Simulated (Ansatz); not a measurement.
## How far each method lies from UCCSDT(Q) for H$_{3}$Si–GeH, triplet

Geometry: displaced at random from a stationary point.

| atom | x (Å) | y (Å) | z (Å) |
| --- | --- | --- | --- |
| Si | 0.0019 | -0.0309 | 1.6663 |
| Ge | 0.0011 | 0.0297 | -0.7096 |
| H | 1.2599 | -0.6799 | 2.1314 |
| H | -0.0537 | 1.3597 | 2.1056 |
| H | -1.3069 | -0.7265 | 2.1097 |
| H | -0.0324 | -1.2300 | -1.6360 |

Basis cc-pVDZ; Ansatz 0.2.0. Only valence electrons are correlated (noble-gas cores and the filled d shells of p-block atoms frozen), which leaves 12 electrons in 46 orbitals. R marks a restricted (for open shells ROHF) determinant, U an unrestricted one. No spin–orbit coupling is included, and no scalar relativity.

Full CI isn't at hand for all of this; UCCSDT(Q) serves as the reference, and is uncertain by about the last step of the cluster series.

```
UHF ⟨S²⟩                          : 2.011
T1 diagnostic (RCCSD)             : 0.0188
largest doubles amplitude (RCCSD) : 0.040
T1 diagnostic (UCCSD)             : 0.0148
```

**Question.** From what is known of these methods and the diagnostics, rank them by the size of their error in total energy against UCCSDT(Q) in cc-pVDZ, smallest first (an estimate: the text doesn't fix the numbers).
A. UCCSD(T)
B. UHF
C. UCCSD
D. UMP2
E. UCCSDT

**Answer.** E (6 meV), A (38 meV), C (179 meV), D (1325 meV), B (5869 meV).

All errors are against UCCSDT(Q) in cc-pVDZ. Within each family the higher level lies nearer, as is usual though not guaranteed.
